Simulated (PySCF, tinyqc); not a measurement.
RKS/PBE in the sto-3g basis, for BH, spin multiplicity 1, step by step. The lowest restricted solution is unstable here: a spin-polarised one lies 0.0001 hartree lower (PySCF). Computed by tinyqc, a small Python program that keeps every step (integrals from PySCF). Settings: charge = 0, multiplicity = 1, basis = sto-3g, energy threshold = 1e-10, iteration cap = 86, orthogonalisation = symmetric, start = atomic densities, DIIS depth = 8, damping = 0.2, method = RKS, functional = pbe,pbe, grid = [20, 26]. Command: `OMP_NUM_THREADS=1 python tinyqc.py 26478 26479 out.jsonl` (the two numbers bound the seeds that draw the settings). One thread of a shared host (Intel(R) Xeon(R) Processor @ 2.60GHz), about 0.5 s of CPU time with the checks. Later iterations appear only in the table of the cycle.

## One-electron integrals

Geometry (angstrom):
```
atom       x       y       z
B     0.0000  0.0000  0.0000
H     0.0000  0.0000  1.5750
```

Basis sto-3g: exponents (1/bohr^2) and contraction coefficients of normalised primitives:
```
element  l (shell)  exponent  coefficient
B            s (1)   48.7911       0.1543
B            s (1)    8.8874       0.5353
B            s (1)    2.4053       0.4446
B            s (2)    2.2370      -0.1000
B            s (2)    0.5198       0.3995
B            s (2)    0.1691       0.7001
B            p (3)    2.2370       0.1559
B            p (3)    0.5198       0.6077
B            p (3)    0.1691       0.3920
H            s (1)    3.4253       0.1543
H            s (1)    0.6239       0.5353
H            s (1)    0.1689       0.4446
```

Overlap, kinetic and nuclear-attraction integrals over the contracted functions; the nuclear repulsion is the sum of Za Zb / Rab.

nuclear repulsion = 1.679928 hartree

overlap S:
```
         1B 1s   1B 2s  1B 2px  1B 2py  1B 2pz   2H 1s
1B 1s   1.0000  0.2693  0.0000  0.0000  0.0000  0.0281
1B 2s   0.2693  1.0000  0.0000  0.0000  0.0000  0.2991
1B 2px  0.0000  0.0000  1.0000  0.0000  0.0000  0.0000
1B 2py  0.0000  0.0000  0.0000  1.0000  0.0000  0.0000
1B 2pz  0.0000  0.0000  0.0000  0.0000  1.0000  0.3463
2H 1s   0.0281  0.2991  0.0000  0.0000  0.3463  1.0000
```

kinetic energy T (hartree):
```
          1B 1s    1B 2s  1B 2px  1B 2py  1B 2pz    2H 1s
1B 1s   10.8263  -0.0480  0.0000  0.0000  0.0000  -0.0081
1B 2s   -0.0480   0.3592  0.0000  0.0000  0.0000   0.0205
1B 2px   0.0000   0.0000  1.1239  0.0000  0.0000   0.0000
1B 2py   0.0000   0.0000  0.0000  1.1239  0.0000   0.0000
1B 2pz   0.0000   0.0000  0.0000  0.0000  1.1239   0.0844
2H 1s   -0.0081   0.0205  0.0000  0.0000  0.0844   0.7600
```

nuclear attraction V (hartree):
```
           1B 1s    1B 2s   1B 2px   1B 2py   1B 2pz    2H 1s
1B 1s   -23.4834  -3.2299   0.0000   0.0000  -0.0106  -0.3391
1B 2s    -3.2299  -4.1052   0.0000   0.0000  -0.1040  -0.9885
1B 2px    0.0000   0.0000  -4.0523   0.0000   0.0000   0.0000
1B 2py    0.0000   0.0000   0.0000  -4.0523   0.0000   0.0000
1B 2pz   -0.0106  -0.1040   0.0000   0.0000  -4.1195  -1.0756
2H 1s    -0.3391  -0.9885   0.0000   0.0000  -1.0756  -2.9016
```

core Hamiltonian H = T + V (hartree):
```
           1B 1s    1B 2s   1B 2px   1B 2py   1B 2pz    2H 1s
1B 1s   -12.6571  -3.2778   0.0000   0.0000  -0.0106  -0.3473
1B 2s    -3.2778  -3.7460   0.0000   0.0000  -0.1040  -0.9679
1B 2px    0.0000   0.0000  -2.9284   0.0000   0.0000   0.0000
1B 2py    0.0000   0.0000   0.0000  -2.9284   0.0000   0.0000
1B 2pz   -0.0106  -0.1040   0.0000   0.0000  -2.9956  -0.9912
2H 1s    -0.3473  -0.9679   0.0000   0.0000  -0.9912  -2.1416
```

## Two-electron integrals

Functions are numbered as in S; the eight-fold symmetry (ij|kl) = (ji|kl) = (kl|ij) leaves the list below.

Two-electron integrals (ij|kl) in chemists' order, unique and non-zero (hartree):
```
(11|11) 2.9235   (21|11) 0.5184   (21|21) 0.1093   (22|11) 0.7442
(22|21) 0.1932   (22|22) 0.5448   (31|31) 0.0203   (32|31) 0.0300
(32|32) 0.1203   (33|11) 0.7425   (33|21) 0.1932   (33|22) 0.5447
(33|33) 0.5868   (41|41) 0.0203   (42|41) 0.0300   (42|42) 0.1203
(43|43) 0.0316   (44|11) 0.7425   (44|21) 0.1932   (44|22) 0.5447
(44|33) 0.5235   (44|44) 0.5868   (51|51) 0.0203   (52|51) 0.0300
(52|52) 0.1203   (53|53) 0.0316   (54|54) 0.0316   (55|11) 0.7425
(55|21) 0.1932   (55|22) 0.5447   (55|33) 0.5235   (55|44) 0.5235
(55|55) 0.5868   (61|11) 0.0539   (61|21) 0.0113   (61|22) 0.0201
(61|33) 0.0200   (61|44) 0.0200   (61|51) 0.0008   (61|52) 0.0015
(61|55) 0.0203   (61|61) 0.0012   (62|11) 0.1563   (62|21) 0.0414
(62|22) 0.1320   (62|33) 0.1280   (62|44) 0.1280   (62|51) 0.0045
(62|52) 0.0297   (62|55) 0.1398   (62|61) 0.0046   (62|62) 0.0485
(63|31) 0.0037   (63|32) 0.0184   (63|53) 0.0052   (63|63) 0.0047
(64|41) 0.0037   (64|42) 0.0184   (64|54) 0.0052   (64|64) 0.0047
(65|11) 0.1583   (65|21) 0.0424   (65|22) 0.1425   (65|33) 0.1352
(65|44) 0.1352   (65|51) 0.0075   (65|52) 0.0468   (65|55) 0.1569
(65|61) 0.0049   (65|62) 0.0609   (65|65) 0.0795   (66|11) 0.3349
(66|21) 0.0901   (66|22) 0.3265   (66|33) 0.3090   (66|44) 0.3090
(66|51) 0.0103   (66|52) 0.0934   (66|55) 0.3612   (66|61) 0.0100
(66|62) 0.1639   (66|65) 0.2215   (66|66) 0.7746
```

## Orthogonalisation

S = U s U^T; symmetric (Loewdin) form X = U s^(-1/2) U^T, so that X^T S X = 1.

eigenvalues of S: 0.5136  0.8014  1.0000  1.0000  1.1772  1.5078

X:
```
          1B 1s    1B 2s  1B 2px  1B 2py   1B 2pz    2H 1s
1B 1s    1.0296  -0.1470  0.0000  0.0000  -0.0066   0.0208
1B 2s   -0.1470   1.0714  0.0000  0.0000   0.0477  -0.1784
1B 2px   0.0000   0.0000  1.0000  0.0000   0.0000   0.0000
1B 2py   0.0000   0.0000  0.0000  1.0000   0.0000   0.0000
1B 2pz  -0.0066   0.0477  0.0000  0.0000   1.0534  -0.2007
2H 1s    0.0208  -0.1784  0.0000  0.0000  -0.2007   1.0941
```

## Starting guess

The start is atomic minimal-basis densities projected into this basis (PySCF's MINAO start) and scaled to the electron count of each spin; this density is not idempotent, so its energy is not variational and may lie below the converged one.

D at the start:
```
          1B 1s    1B 2s  1B 2px  1B 2py   1B 2pz    2H 1s
1B 1s    2.1790  -0.5647  0.0000  0.0000   0.0123  -0.0358
1B 2s   -0.5647   2.1098  0.0000  0.0000  -0.0388   0.1325
1B 2px   0.0000   0.0000  0.3207  0.0000   0.0000   0.0000
1B 2py   0.0000   0.0000  0.0000  0.3207   0.0000   0.0000
1B 2pz   0.0123  -0.0388  0.0000  0.0000   0.2951   0.0544
2H 1s   -0.0358   0.1325  0.0000  0.0000   0.0544   0.9638
```

## Iteration 1: exchange-correlation on the grid

Becke grid with 20 radial and 26 angular points per atom, points of zero weight dropped. rho = sum D_ij phi_i phi_j; V_xc,ij = sum w v_xc phi_i phi_j plus the gradient terms; v_xc is d(rho eps)/d rho at fixed gradient.

The 8 grid points with the largest w rho, of 1032 (bohr, atomic units):
```
x              y        z       w     rho  |grad rho|^2   eps_xc     v_xc
0.0000    0.0000   1.5096  0.4940  0.0812        0.0026  -0.3717  -0.4847
0.0000    0.0000  -1.5096  0.6020  0.0625        0.0104  -0.3488  -0.4326
1.5096    0.0000   0.0000  0.6020  0.0620        0.0102  -0.3479  -0.4315
-1.5096   0.0000   0.0000  0.6020  0.0620        0.0102  -0.3479  -0.4315
0.0000    1.5096   0.0000  0.6020  0.0620        0.0102  -0.3479  -0.4315
0.0000   -1.5096   0.0000  0.6020  0.0620        0.0102  -0.3479  -0.4315
0.0000    0.0000  -1.9991  1.2914  0.0250        0.0026  -0.2753  -0.3084
0.0000   -1.9991   0.0000  1.2909  0.0249        0.0026  -0.2748  -0.3080
```

electrons on the grid, sum of w rho = 5.9965

E_xc = sum of w rho eps_xc = -4.386241 hartree

V_xc (hartree):
```
          1B 1s    1B 2s   1B 2px   1B 2py   1B 2pz    2H 1s
1B 1s   -1.8952  -0.2848   0.0000   0.0000   0.0001  -0.0299
1B 2s   -0.2848  -0.4428   0.0000   0.0000  -0.0086  -0.1194
1B 2px   0.0000   0.0000  -0.4347   0.0000   0.0000   0.0000
1B 2py   0.0000   0.0000   0.0000  -0.4347   0.0000   0.0000
1B 2pz   0.0001  -0.0086   0.0000   0.0000  -0.4470  -0.1376
2H 1s   -0.0299  -0.1194   0.0000   0.0000  -0.1376  -0.4375
```

## Iteration 1: building the Kohn-Sham matrix

J_ij = sum D_kl (ij|kl); F = H + J + V_xc; E = tr D H + tr D J / 2 + E_xc + E_nn.

Coulomb J (hartree):
```
         1B 1s   1B 2s  1B 2px  1B 2py  1B 2pz   2H 1s
1B 1s   8.4281  1.6963  0.0000  0.0000  0.0100  0.1770
1B 2s   1.6963  3.4269  0.0000  0.0000  0.0942  0.8708
1B 2px  0.0000  0.0000  3.4045  0.0000  0.0000  0.0000
1B 2py  0.0000  0.0000  0.0000  3.4045  0.0000  0.0000
1B 2pz  0.0100  0.0942  0.0000  0.0000  3.4586  0.9653
2H 1s   0.1770  0.8708  0.0000  0.0000  0.9653  2.4281
```

Kohn-Sham matrix F (hartree):
```
          1B 1s    1B 2s  1B 2px  1B 2py   1B 2pz    2H 1s
1B 1s   -6.1242  -1.8663  0.0000  0.0000  -0.0005  -0.2002
1B 2s   -1.8663  -0.7619  0.0000  0.0000  -0.0184  -0.2166
1B 2px   0.0000   0.0000  0.0413  0.0000   0.0000   0.0000
1B 2py   0.0000   0.0000  0.0000  0.0413   0.0000   0.0000
1B 2pz  -0.0005  -0.0184  0.0000  0.0000   0.0159  -0.1636
2H 1s   -0.2002  -0.2166  0.0000  0.0000  -0.1636  -0.1510
```

total energy of this density = -24.876119 hartree

This density is the starting one; it is not idempotent, so its energy is not variational and may lie below the converged one.

## Iteration 1: diagonalisation and new density

Diagonalise F' = X^T F X, C = X C', fill 3 alpha and 3 beta electrons from the bottom; D = 2 C_occ C_occ^T; the new density keeps 0.2 of the old one (damping). Each column has its largest component positive (the first on a tie).

F' = X^T F X (hartree):
```
         1        2       3       4        5        6
1  -5.9514  -1.0247  0.0000  0.0000  -0.0130   0.0054
2  -1.0247  -0.3505  0.0000  0.0000   0.0306  -0.1350
3   0.0000   0.0000  0.0413  0.0000   0.0000   0.0000
4   0.0000   0.0000  0.0000  0.0413   0.0000   0.0000
5  -0.0130   0.0306  0.0000  0.0000   0.0817  -0.1752
6   0.0054  -0.1350  0.0000  0.0000  -0.1752  -0.0472
```

orbital energies (hartree): MO1 -6.1331, MO2 -0.2723, MO3 -0.0941, MO4 0.0413, MO5 0.0413, MO6 0.2320

coefficients C:
```
            MO1      MO2      MO3     MO4      MO5      MO6
1B 1s    0.9882  -0.2303  -0.2057  0.0000   0.0000  -0.1015
1B 2s    0.0418   0.6973   0.7310  0.0000   0.0000   0.4258
1B 2px   0.0000   0.0000   0.0000  0.0263   0.9997   0.0000
1B 2py   0.0000   0.0000   0.0000  0.9997  -0.0263   0.0000
1B 2pz   0.0026   0.1659  -0.5108  0.0000   0.0000   0.9294
2H 1s   -0.0076   0.5066  -0.5307  0.0000   0.0000  -0.8551
```

D after iteration 1:
```
          1B 1s    1B 2s  1B 2px  1B 2py   1B 2pz    2H 1s
1B 1s    2.1510  -0.5445  0.0000  0.0000   0.1136  -0.0312
1B 2s   -0.5445   2.0577  0.0000  0.0000  -0.4199  -0.0294
1B 2px   0.0000   0.0000  0.0641  0.0000   0.0000   0.0000
1B 2py   0.0000   0.0000  0.0000  0.0641   0.0000   0.0000
1B 2pz   0.1136  -0.4199  0.0000  0.0000   0.5205   0.5791
2H 1s   -0.0312  -0.0294  0.0000  0.0000   0.5791   1.0542
```

Within a degenerate level the vectors are fixed only up to a rotation; this is one choice.

## Iteration 2: exchange-correlation on the grid

As before.

The 8 grid points with the largest w rho, of 1032 (bohr, atomic units):
```
x             y        z       w     rho  |grad rho|^2   eps_xc     v_xc
0.0000   0.0000  -1.5096  0.6020  0.1004        0.0259  -0.4010  -0.5061
0.0000   0.0000  -1.9991  1.2914  0.0406        0.0069  -0.3142  -0.3639
0.0000   0.0000   1.5096  0.4940  0.0957      1.02e-04  -0.3908  -0.5107
0.0000   0.0000  -1.1118  0.2633  0.1707        0.0314  -0.4677  -0.6086
0.0000   0.0000   1.9991  0.3543  0.1133        0.0106  -0.4122  -0.5363
1.0674   0.0000  -1.0674  0.4816  0.0782        0.0171  -0.3730  -0.4648
0.0000  -1.0674  -1.0674  0.4816  0.0782        0.0171  -0.3730  -0.4648
0.0000   1.0674  -1.0674  0.4816  0.0782        0.0171  -0.3730  -0.4648
```

electrons on the grid, sum of w rho = 5.9934

E_xc = sum of w rho eps_xc = -4.356289 hartree

V_xc (hartree):
```
          1B 1s    1B 2s   1B 2px   1B 2py   1B 2pz    2H 1s
1B 1s   -1.8871  -0.2820   0.0000   0.0000   0.0026  -0.0295
1B 2s   -0.2820  -0.4304   0.0000   0.0000   0.0116  -0.1203
1B 2px   0.0000   0.0000  -0.4108   0.0000   0.0000   0.0000
1B 2py   0.0000   0.0000   0.0000  -0.4108   0.0000   0.0000
1B 2pz   0.0026   0.0116   0.0000   0.0000  -0.4583  -0.1418
2H 1s   -0.0295  -0.1203   0.0000   0.0000  -0.1418  -0.4613
```

## Iteration 2: building the Kohn-Sham matrix

As before.

Coulomb J (hartree):
```
          1B 1s   1B 2s  1B 2px  1B 2py   1B 2pz   2H 1s
1B 1s    8.2607  1.6598  0.0000  0.0000  -0.0013  0.1728
1B 2s    1.6598  3.3651  0.0000  0.0000   0.0565  0.8683
1B 2px   0.0000  0.0000  3.3247  0.0000   0.0000  0.0000
1B 2py   0.0000  0.0000  0.0000  3.3247   0.0000  0.0000
1B 2pz  -0.0013  0.0565  0.0000  0.0000   3.4330  0.9707
2H 1s    0.1728  0.8683  0.0000  0.0000   0.9707  2.5085
```

Kohn-Sham matrix F (hartree):
```
          1B 1s    1B 2s   1B 2px   1B 2py   1B 2pz    2H 1s
1B 1s   -6.2834  -1.9000   0.0000   0.0000  -0.0093  -0.2040
1B 2s   -1.9000  -0.8113   0.0000   0.0000  -0.0359  -0.2200
1B 2px   0.0000   0.0000  -0.0145   0.0000   0.0000   0.0000
1B 2py   0.0000   0.0000   0.0000  -0.0145   0.0000   0.0000
1B 2pz  -0.0093  -0.0359   0.0000   0.0000  -0.0209  -0.1623
2H 1s   -0.2040  -0.2200   0.0000   0.0000  -0.1623  -0.0944
```

total energy of this density = -24.837769 hartree

This density is a damped mixture and is not idempotent, and it still holds part of the atomic start, so its energy may lie below the converged one.

## Iteration 2: DIIS over 2 matrices

error matrix X^T (FDS - SDF) X:
```
        1        2       3       4        5        6
1  0.0000  -0.0072  0.0000  0.0000  -0.0028  -0.0580
2  0.0072   0.0000  0.0000  0.0000   0.0251  -0.0528
3  0.0000   0.0000  0.0000  0.0000   0.0000   0.0000
4  0.0000   0.0000  0.0000  0.0000   0.0000   0.0000
5  0.0028  -0.0251  0.0000  0.0000   0.0000  -0.1034
6  0.0580   0.0528  0.0000  0.0000   0.1034   0.0000
```

B (overlaps of the stored error matrices):
```
               1              2
1  2.1057160e-01  5.0994069e-02
2  5.0994069e-02  3.5073887e-02
```

Minimise |sum c_i e_i|^2 with sum c_i = 1: solve [B -1; -1 0][c; lambda] = [0; -1] with B_ij = tr e_i^T e_j, and take F = sum c_i F_i.

DIIS coefficients: -0.1108  1.1108

extrapolated F (hartree):
```
          1B 1s    1B 2s   1B 2px   1B 2py   1B 2pz    2H 1s
1B 1s   -6.3011  -1.9038   0.0000   0.0000  -0.0103  -0.2044
1B 2s   -1.9038  -0.8167   0.0000   0.0000  -0.0379  -0.2203
1B 2px   0.0000   0.0000  -0.0207   0.0000   0.0000   0.0000
1B 2py   0.0000   0.0000   0.0000  -0.0207   0.0000   0.0000
1B 2pz  -0.0103  -0.0379   0.0000   0.0000  -0.0250  -0.1621
2H 1s   -0.2044  -0.2203   0.0000   0.0000  -0.1621  -0.0881
```

## Iteration 2: diagonalisation and new density

As before.

F' = X^T F X (hartree):
```
         1        2        3        4        5        6
1  -6.1288  -1.0313   0.0000   0.0000  -0.0201   0.0058
2  -1.0313  -0.4042   0.0000   0.0000   0.0082  -0.1373
3   0.0000   0.0000  -0.0207   0.0000   0.0000   0.0000
4   0.0000   0.0000   0.0000  -0.0207   0.0000   0.0000
5  -0.0201   0.0082   0.0000   0.0000   0.0363  -0.1749
6   0.0058  -0.1373   0.0000   0.0000  -0.1749   0.0242
```

orbital energies (hartree): MO1 -6.3090, MO2 -0.2980, MO3 -0.0953, MO4 -0.0207, MO5 -0.0207, MO6 0.2298

coefficients C:
```
            MO1      MO2      MO3      MO4     MO5      MO6
1B 1s    0.9890  -0.2671   0.1550   0.0000  0.0000   0.0936
1B 2s    0.0392   0.8430  -0.5693   0.0000  0.0000  -0.4091
1B 2px   0.0000   0.0000   0.0000   0.9880  0.1542   0.0000
1B 2py   0.0000   0.0000   0.0000  -0.1542  0.9880   0.0000
1B 2pz   0.0043   0.1777   0.6313   0.0000  0.0000  -0.8498
2H 1s   -0.0076   0.3275   0.4983   0.0000  0.0000   0.9560
```

D after iteration 2:
```
          1B 1s    1B 2s  1B 2px  1B 2py   1B 2pz    2H 1s
1B 1s    2.1478  -0.5484  0.0000  0.0000   0.1102  -0.0346
1B 2s   -0.5484   2.0696  0.0000  0.0000  -0.4191  -0.0186
1B 2px   0.0000   0.0000  0.0128  0.0000   0.0000   0.0000
1B 2py   0.0000   0.0000  0.0000  0.0128   0.0000   0.0000
1B 2pz   0.1102  -0.4191  0.0000  0.0000   0.7923   0.7122
2H 1s   -0.0346  -0.0186  0.0000  0.0000   0.7122   0.7799
```

Within a degenerate level the vectors are fixed only up to a rotation; this is one choice.

## Iteration 15 (converged): orbitals

converged F (hartree):
```
          1B 1s    1B 2s  1B 2px  1B 2py   1B 2pz    2H 1s
1B 1s   -6.2567  -1.8925  0.0000  0.0000  -0.0096  -0.2032
1B 2s   -1.8925  -0.7926  0.0000  0.0000  -0.0417  -0.2203
1B 2px   0.0000   0.0000  0.0042  0.0000   0.0000   0.0000
1B 2py   0.0000   0.0000  0.0000  0.0042   0.0000   0.0000
1B 2pz  -0.0096  -0.0417  0.0000  0.0000  -0.0024  -0.1651
2H 1s   -0.2032  -0.2203  0.0000  0.0000  -0.1651  -0.1196
```

Diagonalise F' = X^T F X, C = X C', fill 3 alpha and 3 beta electrons from the bottom; D = 2 C_occ C_occ^T. Each column has its largest component positive (the first on a tie).

F' = X^T F X (hartree):
```
         1        2       3       4        5        6
1  -6.0846  -1.0292  0.0000  0.0000  -0.0190   0.0057
2  -1.0292  -0.3804  0.0000  0.0000   0.0056  -0.1352
3   0.0000   0.0000  0.0042  0.0000   0.0000   0.0000
4   0.0000   0.0000  0.0000  0.0042   0.0000   0.0000
5  -0.0190   0.0056  0.0000  0.0000   0.0610  -0.1757
6   0.0057  -0.1352  0.0000  0.0000  -0.1757  -0.0108
```

orbital energies (hartree): MO1 -6.2647, MO2 -0.2891, MO3 -0.0864, MO4 0.0042, MO5 0.0042, MO6 0.2254

coefficients C:
```
            MO1      MO2      MO3     MO4      MO5      MO6
1B 1s    0.9889  -0.2502  -0.1831  0.0000   0.0000   0.0904
1B 2s    0.0394   0.7784   0.6648  0.0000   0.0000  -0.3927
1B 2px   0.0000   0.0000   0.0000  0.0170   0.9999   0.0000
1B 2py   0.0000   0.0000   0.0000  0.9999  -0.0170   0.0000
1B 2pz   0.0042   0.1960  -0.5529  0.0000   0.0000  -0.8989
2H 1s   -0.0076   0.4022  -0.5355  0.0000   0.0000   0.9061
```

D after iteration 15:
```
          1B 1s    1B 2s  1B 2px  1B 2py   1B 2pz    2H 1s
1B 1s    2.1482  -0.5549  0.0000  0.0000   0.1128  -0.0202
1B 2s   -0.5549   2.0989  0.0000  0.0000  -0.4296  -0.0865
1B 2px   0.0000   0.0000  0.0000  0.0000   0.0000   0.0000
1B 2py   0.0000   0.0000  0.0000  0.0000   0.0000   0.0000
1B 2pz   0.1128  -0.4296  0.0000  0.0000   0.6883   0.7498
2H 1s   -0.0202  -0.0865  0.0000  0.0000   0.7498   0.8971
```

Within a degenerate level the vectors are fixed only up to a rotation; this is one choice.

## Convergence

Stop when the energy changes by less than 1e-10 hartree and every element of the error matrix X^T (F D S - S D F) X is below 3e-06.

Course of the cycle:
```
iteration  E (hartree)     change  largest element of the error matrix
1           -24.876119          -                             3.12e-01
2           -24.837769   3.84e-02                             1.03e-01
3           -24.827683   1.01e-02                             8.40e-02
4           -24.832469  -4.79e-03                             6.17e-03
5           -24.832909  -4.40e-04                             2.55e-03
6           -24.832996  -8.69e-05                             5.22e-04
7           -24.833013  -1.70e-05                             1.04e-04
8           -24.833017  -3.38e-06                             2.09e-05
9           -24.833017  -6.75e-07                             4.18e-06
10          -24.833017  -1.35e-07                             8.51e-07
11          -24.833017  -2.70e-08                             1.75e-07
12          -24.833017  -5.40e-09                             3.50e-08
13          -24.833017  -1.08e-09                             7.00e-09
14          -24.833017  -2.16e-10                             1.41e-09
15          -24.833017  -4.32e-11                             2.81e-10
```

PySCF RKS in the same basis, fine grid = -24.837167 hartree

Converged in 15 iterations. The coarse grid moves the energy by +4.15e-03 hartree.

## Populations, bond orders and dipole

Mulliken: Z minus the diagonal of D S on the atom; Loewdin: the same with S^(1/2) D S^(1/2); Mayer order: 2 sum_s sum (D(s) S)_ij (D(s) S)_ji over the two atoms.

Charges (e):
```
atom  Mulliken  Loewdin
1B      0.1303   0.1286
2H     -0.1303  -0.1286
```

Mayer bond orders:
```
pair   order
2-1   0.9830
```

dipole moment about the origin, x y z (debye): 0.0000  0.0000  0.0867
